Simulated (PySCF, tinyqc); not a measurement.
Worked calculation: RHF in the sto-6g basis, for HF, spin multiplicity 1. The lowest restricted solution is unstable here: a spin-polarised one lies 0.0028 hartree lower (PySCF). One step of it, computed by the program tinyqc.

Task: Iteration 1: building the Fock matrix. J_ij = sum D_kl (ij|kl), K_ij = sum D_kl (ik|jl); F = H + J - 0.5 K; E = tr D H + tr D J / 2 - 0.25 tr D K + E_nn.

D at the start, lower triangle:
```
,1F 1s,1F 2s,1F 2px,1F 2py,1F 2pz,2H 1s
1F 1s,2.081372
1F 2s,-0.553093,2.245652
1F 2px,0.173557,0.175206,1.175123
1F 2py,-0.150881,-0.152315,0.717104,1.376588
1F 2pz,-0.103141,0.058232,0.391705,-0.340527,1.932636
2H 1s,0.015793,-0.695678,0.356684,-0.310082,-0.689407,2.125141
```

core Hamiltonian H = T + V (hartree), lower triangle:
```
,1F 1s,1F 2s,1F 2px,1F 2py,1F 2pz,2H 1s
1F 1s,-40.847726
1F 2s,-9.107399,-10.815848
1F 2px,0.000000,0.000000,-8.629158
1F 2py,0.000000,0.000000,0.000000,-8.629158
1F 2pz,-0.008557,-0.100766,0.000000,0.000000,-8.680620
2H 1s,-0.921449,-2.193392,0.000000,0.000000,-1.577391,-4.235499
```

Two-electron integrals (ij|kl) in chemists' order, unique and non-zero (hartree):
```
i,j,k,l,(ij|kl)
1,1,1,1,5.406240
2,1,1,1,0.768129
2,1,2,1,0.138909
2,2,1,1,1.266271
2,2,2,1,0.283987
2,2,2,2,0.926367
3,1,3,1,0.029452
3,2,3,1,0.044681
3,2,3,2,0.204753
3,3,1,1,1.266273
3,3,2,1,0.283987
3,3,2,2,0.926366
3,3,3,3,0.998085
4,1,4,1,0.029452
4,2,4,1,0.044681
4,2,4,2,0.204753
4,3,4,3,0.053789
4,4,1,1,1.266273
4,4,2,1,0.283987
4,4,2,2,0.926366
4,4,3,3,0.890506
4,4,4,4,0.998085
5,1,5,1,0.029452
5,2,5,1,0.044681
5,2,5,2,0.204753
5,3,5,3,0.053789
5,4,5,4,0.053789
5,5,1,1,1.266273
5,5,2,1,0.283987
5,5,2,2,0.926366
5,5,3,3,0.890506
5,5,4,4,0.890506
5,5,5,5,0.998085
6,1,1,1,0.082100
6,1,2,1,0.014244
6,1,2,2,0.028527
6,1,3,3,0.028480
6,1,4,4,0.028480
6,1,5,1,0.000620
6,1,5,2,0.001218
6,1,5,5,0.028622
6,1,6,1,0.001485
6,2,1,1,0.224855
6,2,2,1,0.051267
6,2,2,2,0.188711
6,2,3,3,0.185991
6,2,4,4,0.185991
6,2,5,1,0.003730
6,2,5,2,0.029043
6,2,5,5,0.194151
6,2,6,1,0.005268
6,2,6,2,0.049393
6,3,3,1,0.005465
6,3,3,2,0.032063
6,3,5,3,0.005964
6,3,6,3,0.006936
6,4,4,1,0.005465
6,4,4,2,0.032063
6,4,5,4,0.005964
6,4,6,4,0.006936
6,5,1,1,0.161156
6,5,2,1,0.037235
6,5,2,2,0.146408
6,5,3,3,0.140465
6,5,4,4,0.140465
6,5,5,1,0.007749
6,5,5,2,0.052692
6,5,5,5,0.158296
6,5,6,1,0.003976
6,5,6,2,0.047026
6,5,6,5,0.051221
6,6,1,1,0.418126
6,6,2,1,0.097098
6,6,2,2,0.411982
6,6,3,3,0.399711
6,6,4,4,0.399711
6,6,5,1,0.007908
6,6,5,2,0.087622
6,6,5,5,0.436524
6,6,6,1,0.010022
6,6,6,2,0.146363
6,6,6,5,0.161132
6,6,6,6,0.774999
```

nuclear repulsion = 3.80703029 hartree

Give: Coulomb J; exchange K; Fock matrix F; total energy of this density.

Result:

Coulomb J (hartree), lower triangle:
```
,1F 1s,1F 2s,1F 2px,1F 2py,1F 2pz,2H 1s
1F 1s,19.2808
1F 2s,3.4405,8.9679
1F 2px,0.0298,0.1101,8.9194
1F 2py,-0.0259,-0.0957,0.0771,8.9411
1F 2pz,0.0001,0.0878,0.0464,-0.0403,9.0432
2H 1s,0.3557,1.8652,0.0228,-0.0198,1.4984,4.7817
```

exchange K (hartree), lower triangle:
```
,1F 1s,1F 2s,1F 2px,1F 2py,1F 2pz,2H 1s
1F 1s,10.8318
1F 2s,1.6157,2.7774
1F 2px,0.2946,0.3330,1.7846
1F 2py,-0.2561,-0.2895,0.6772,1.9749
1F 2pz,-0.1553,-0.1597,0.4221,-0.3670,2.3554
2H 1s,0.1169,0.4981,0.2465,-0.2143,0.3082,1.4510
```

Fock matrix F (hartree), lower triangle:
```
,1F 1s,1F 2s,1F 2px,1F 2py,1F 2pz,2H 1s
1F 1s,-26.9828
1F 2s,-6.4748,-3.2367
1F 2px,-0.1175,-0.0564,-0.6021
1F 2py,0.1022,0.0490,-0.2614,-0.6755
1F 2pz,0.0692,0.0669,-0.1647,0.1431,-0.8151
2H 1s,-0.6242,-0.5773,-0.1005,0.0874,-0.2331,-0.1793
```

total energy of this density = -96.912478 hartree
